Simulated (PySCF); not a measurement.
Metal–ligand bonds in Cd(F)1–Y. Gas-phase values, no solvent. One relaxed conformer stands for each flexible species; it need not be the lowest. Multiplicities are imposed; where one is given, others were not computed. Strings in code marks are SMILES.

Quantity: electronic energy of homolysis of the metal–ligand bond (relaxed doublet parts, no counterpoise, zero-point or spin–orbit term), in kcal/mol. HF references are unrestricted for open shells and restricted for singlets.

Level 1: B3LYP/6-31G* (LANL2DZ on Cd) // BP86-D3(BJ)/def2-SVP (PySCF)
Level 2: M06-2X/6-31G* (LANL2DZ on Cd) // BP86-D3(BJ)/def2-SVP (PySCF)
Level 3: PBE/6-31G* (LANL2DZ on Cd) // BP86-D3(BJ)/def2-SVP (PySCF)
Level 4: frozen-core MP2/6-31G* (LANL2DZ on Cd) // BP86-D3(BJ)/def2-SVP (PySCF)

| species | level 1 | level 2 | level 3 | level 4 |
|---|---|---|---|---|
| F: [Cd(F)2] | 98.9 | 98.6 | 105.6 | 105.1 |
| Cl: [Cd(F)(Cl)] | 83.4 | 88.6 | 87.1 | 86.3 |
| Br: [Cd(F)(Br)] | 77.6 | 79.0 | 80.8 | 82.5 |
